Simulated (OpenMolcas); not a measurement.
# SiF2 (SMILES F[Si]F): levels of theory compared

We compute a comparison of 6 runs (HF/def2-SVP, B3LYP/6-31G, SVWN5/3-21G, B3LYP/6-31G*, CCSD(T)/6-31G*, CCSD(T)/6-31+G*) of SiF2. 

Program for the calculation: OpenMolcas 26.06.

7 further runs of the same task are left out: 7 set aside as unsound or not needed.

### 1 Starting point

SiF2: 3 atoms, total charge 0, spin state singlet. SMILES: `F[Si]F`. Geometry: relaxed at PBE0-D4/def2-TZVP.

Bond lengths: F1–Si2 1.602 Å, Si2–F3 1.602 Å. Angles: F1–Si2–F3 100.6°.

### 2 Energy and forces at HF/def2-SVP (run 1)

File calc.input:

```
&GATEWAY
 BASLIB
 $CurrDir
 COORD
 3
 angstrom
 F        0.166300       1.246800       0.229400
 Si      -0.594900      -0.046400      -0.330100
 F        0.428600      -1.200400       0.100700
 BASIS
 def2-SVP
 GROUP
 NoSym

&SEWARD

&SCF
 THRESHOLDS
 1e-10 1e-07 1e-07 1e-05
 PRORBITALS
 1 1

&ALASKA
```

The basis set def2-SVP is read from a file made from the Basis Set Exchange's data (not shown).

Run with:

```sh
$ export MOLCAS_MEM=1860
$ pymolcas calc.input > calc.log
```

Log:

```text
--- Start Module: gateway ---
[...]
--- Stop Module: gateway /rc=_RC_ALL_IS_WELL_ ---
[...]
      Basis functions           46
[...]
--- Start Module: scf ---
[...]
       Convergence after  11 Iterations
[...]
::    Total SCF energy                               -487.6379962981
[...]
      Total spin, S                                     0.0000000000
[...]
      Total electronic charge=   32.000000
      Total            charge=   -0.000000
[...]
      Dipole Moment (debye):
      Origin of the operator (angstrom)=   -0.0810   -0.0063   -0.0449
                   X= -1.1372E+00               Y= -8.8664E-02               Z= -6.3101E-01           Total=  1.3036E+00
      Quadrupole Moment (debye*angstrom):
[...]
--- Stop Module: scf /rc=_RC_ALL_IS_WELL_ ---
--- Start Module: alaska ---
[...]
 *              Molecular gradients               *
 **************************************************
  Irreducible representation: a
 ------------------------------------------------------------------------------------------
                              X                       Y                       Z
 ------------------------------------------------------------------------------------------
  F1               -4.42015334799173E-03   -3.02545019133760E-03   -2.75059057390425E-03
  SI2               9.40679650056353E-03    7.37792168408857E-04    5.22012840140995E-03
  F3               -4.98664315259134E-03    2.28765802295605E-03   -2.46953782752657E-03
 ------------------------------------------------------------------------------------------
--- Stop Module: alaska /rc=_RC_ALL_IS_WELL_ ---
[...]
```

Run time: 2.1 s. Hardware: 1 thread of Arm Neoverse V2, shared host; peak memory 0.38 GiB.

### 3 Energy and gradient at B3LYP/6-31G (run 2)

File test.inp:

```
&GATEWAY
  BASLIB = $CurrDir
  COORD
  3
  angstrom
  F        0.166300       1.246800       0.229400
  Si      -0.594900      -0.046400      -0.330100
  F        0.428600      -1.200400       0.100700
  BASIS = 6-31G
  GROUP = NoSym

&SEWARD
  GRIDINPUT
  Grid=UltraFine
  End of Grid

&SCF
  KSDFT = B3LYP
  THRESHOLDS = 1e-10 1e-07 1e-07 1e-05
  PRORBITALS = 1 2

&ALASKA
```

The basis set 6-31G is read from a file made from the Basis Set Exchange's data (not shown).

Run with:

```sh
$ export MOLCAS_MEM=1860
$ pymolcas test.inp > test.log
```

Log:

```text
--- Start Module: gateway ---
[...]
--- Stop Module: gateway /rc=_RC_ALL_IS_WELL_ ---
[...]
      Basis functions           31
[...]
--- Start Module: scf ---
[...]
       Convergence after  10 Iterations
[...]
::    Total KS-DFT energy                            -489.1676419437
[...]
      Total spin, S                                     0.0000000000
[...]
      Total electronic charge=   32.000000
      Total            charge=   -0.000000
[...]
      Dipole Moment (debye):
      Origin of the operator (angstrom)=   -0.0810   -0.0063   -0.0449
                   X= -1.3367E+00               Y= -1.0424E-01               Z= -7.4173E-01           Total=  1.5323E+00
      Quadrupole Moment (debye*angstrom):
[...]
--- Stop Module: scf /rc=_RC_ALL_IS_WELL_ ---
[...]
--- Start Module: alaska ---
[...]
 *              Molecular gradients               *
 **************************************************
  Irreducible representation: a
 ------------------------------------------------------------------------------------------
                              X                       Y                       Z
 ------------------------------------------------------------------------------------------
  F1               -3.36769427258625E-02   -5.36436410328562E-02   -2.43565936714631E-02
  SI2               7.81953077485031E-02    6.10411257927268E-03    4.33898348510802E-02
  F3               -4.45183650226504E-02    4.75395284535960E-02   -1.90332411796019E-02
 ------------------------------------------------------------------------------------------
--- Stop Module: alaska /rc=_RC_ALL_IS_WELL_ ---
[...]
```

It took 4.5 s on 1 thread of Arm Neoverse V2, shared host; peak memory 0.37 GiB.

### 4 Energy and forces at SVWN5/3-21G (run 3)

File calc.inp:

```
* F2Si Kohn-Sham DFT

&GATEWAY
  BasLib=$CurrDir
  Coord
  3
  angstrom
  F        0.166300       1.246800       0.229400
  Si      -0.594900      -0.046400      -0.330100
  F        0.428600      -1.200400       0.100700
  Basis=3-21G
  Group=NoSym

&SEWARD
  GridInput
  Grid=UltraFine
  End of Grid

&SCF
  KSDFT=SVWN5
  Thresholds=1e-10 1e-07 1e-07 1e-05
  PrOrbitals=1 1

&ALASKA
```

The basis set 3-21G is read from a file made from the Basis Set Exchange's data (not shown).

Run with:

```sh
$ export MOLCAS_MEM=1860
$ pymolcas calc.inp > calc.log
```

Log:

```text
--- Start Module: gateway ---
[...]
--- Stop Module: gateway /rc=_RC_ALL_IS_WELL_ ---
[...]
      Basis functions           31
[...]
--- Start Module: scf ---
[...]
       Convergence after  12 Iterations
[...]
::    Total KS-DFT energy                            -484.2172300418
[...]
      Total spin, S                                     0.0000000000
[...]
      Total electronic charge=   32.000000
      Total            charge=   -0.000000
[...]
      Dipole Moment (debye):
      Origin of the operator (angstrom)=   -0.0810   -0.0063   -0.0449
                   X= -4.6956E-01               Y= -3.6607E-02               Z= -2.6055E-01           Total=  5.3824E-01
      Quadrupole Moment (debye*angstrom):
[...]
--- Stop Module: scf /rc=_RC_ALL_IS_WELL_ ---
[...]
--- Start Module: alaska ---
[...]
 *              Molecular gradients               *
 **************************************************
  Irreducible representation: a
 ------------------------------------------------------------------------------------------
                              X                       Y                       Z
 ------------------------------------------------------------------------------------------
  F1               -1.88781546403627E-02   -2.64612696806754E-02   -1.32523324063616E-02
  SI2               4.30645627842079E-02    3.36385305534703E-03    2.38963548915638E-02
  F3               -2.41864081438390E-02    2.30974166253315E-02   -1.06440224852022E-02
 ------------------------------------------------------------------------------------------
--- Stop Module: alaska /rc=_RC_ALL_IS_WELL_ ---
[...]
```

It took 3.3 s on 1 thread of Arm Neoverse V2, shared host; peak memory 0.37 GiB.

Runs 4 to 5 aren't shown in full; the table further down has their settings and results.

### 5 The energy at CCSD(T)/6-31+G(d) (spherical functions) (run 6)

File mol.inp:

```
* F2Si CCSD(T)

&GATEWAY
 BasLib = $CurrDir
 Coord
 3
 angstrom
 F        0.166300       1.246800       0.229400
 Si      -0.594900      -0.046400      -0.330100
 F        0.428600      -1.200400       0.100700
 Basis = 6-31pGs
 Group = NoSym

&SEWARD

&SCF
 Thresholds = 1e-10 1e-07 1e-07 1e-05
 PrOrbitals = 0

&RASSCF
 FileOrb = $Project.ScfOrb
 Spin = 1
 Nactel = 0 0 0
 Inactive = 16
 Ras2 = 0
 OutOrbitals = Canonical
 OrbListing = Nothing

&MOTRA
 JobIph
 Frozen = 7

&CCSDT
 CCT
 Triples = 2
 Iterations = 80
 Accuracy = 1e-08
 Extrapolation = 5 4
```

The basis set 6-31+G* is read from a file made from the Basis Set Exchange's data (not shown).

Run with:

```sh
$ export MOLCAS_MEM=1860
$ pymolcas mol.inp > mol.log
```

Log:

```text
--- Start Module: gateway ---
[...]
--- Stop Module: gateway /rc=_RC_ALL_IS_WELL_ ---
[...]
      Basis functions           58
[...]
       Convergence after  13 Iterations
[...]
::    Total SCF energy                               -487.8951284534
[...]
      Total spin, S                                     0.0000000000
[...]
      Number of active orbitals                  0
[...]
      Spin quantum number                      0.0
[...]
      Active orbitals                            0
[...]
      Number of CSFs                             1
[...]
      Number of root(s) required                 1
[...]
      Convergence after  4 iterations
[...]
      Natural orbitals and occupation numbers for root  1
      ************************************************************************************************************************
      *                                                    Final results                                                     *
      ************************************************************************************************************************
[...]
::    RASSCF root number  1 Total energy:   -487.89512845
[...]
      Total electronic charge=   32.000000
      Total            charge=   -0.000000
[...]
      Dipole Moment (debye):
      Origin of the operator (angstrom)=   -0.0810   -0.0063   -0.0449
                   X= -1.1827E+00               Y= -9.2206E-02               Z= -6.5623E-01           Total=  1.3557E+00
      Quadrupole Moment (debye*angstrom):
[...]
--- Start Module: motra ---
[...]
      *** WARNING: Default frozen orbitals is overwritten by user input.
      *** Default values:   4
[...]
--- Stop Module: motra /rc=_RC_ALL_IS_WELL_ ---
--- Start Module: ccsdt ---
[...]
      Convergence after                    16  Iterations
      Total energy (diff) :    -488.33445316      -0.00000001
[...]
 METHOD                       : CCSD+T(CCSD)+<T3(1)WT1> = CCSD(T)
[...]
       CCSD     =      -488.3344531561799
[...]
--- Stop Module: ccsdt /rc=_RC_ALL_IS_WELL_ ---
[...]
```

Run time: 9.9 s. Hardware: 1 thread of Arm Neoverse V2, shared host; peak memory 0.39 GiB.

### 6 Overview of the runs

| run | level | integration grid | task | energy (Eh) | dipole moment (D) of the reference | HOMO energy (eV) | LUMO energy (eV) | wall time |
| --- | --- | --- | --- | --- | --- | --- | --- | --- |
| 1 | HF/def2-SVP | – | gradient | -487.637996 | 1.30 | -11.02 | 1.22 | 2.1 s |
| 2 | B3LYP/6-31G | UltraFine | gradient | -489.167642 | 1.53 | -8.24 | -2.59 | 4.5 s |
| 3 | SVWN5/3-21G | UltraFine | gradient | -484.217230 | 0.54 | -6.67 | -2.79 | 3.3 s |
| 4 | B3LYP/6-31G* (spherical functions) | UltraFine | gradient | -489.253852 | 0.90 | -7.87 | -2.04 | 6.3 s |
| 5 | CCSD(T)/6-31G* (spherical functions) | – | energy | -488.317229 | 1.18 | -10.91 | 1.24 | 5.1 s |
| 6 | CCSD(T)/6-31+G* (spherical functions) | – | energy | -488.344592 | 1.36 | -11.14 | 0.55 | 9.9 s |

### 7 Outcome

```
                                          quantity          value
                               run 6: total energy  -488.34459 Eh
         run 6: dipole moment (mean-field density)         1.36 D
        run 6: HOMO energy (Hartree–Fock orbitals)      -11.14 eV
        run 6: LUMO energy (Hartree–Fock orbitals)        0.55 eV
      run 6: HOMO–LUMO gap (Hartree–Fock orbitals)       11.69 eV
run 6: correlation energy (7 core orbitals frozen)     -449.5 mEh
                             run 6: (T) correction     -10.14 mEh
```

**Reading.** Over runs 1, 2, 3, 4 the dipole moment (its size) runs from 0.54 D (SVWN5/3-21G) to 1.53 D (B3LYP/6-31G). The two ends differ in method and basis. Over runs 1, 2, 3, 4 the HOMO–LUMO gap runs from 3.88 eV (SVWN5/3-21G) to 12.24 eV (HF/def2-SVP). Totals of different functionals can't be ranked against each other. All runs together took 31 s, the longest 9.9 s.
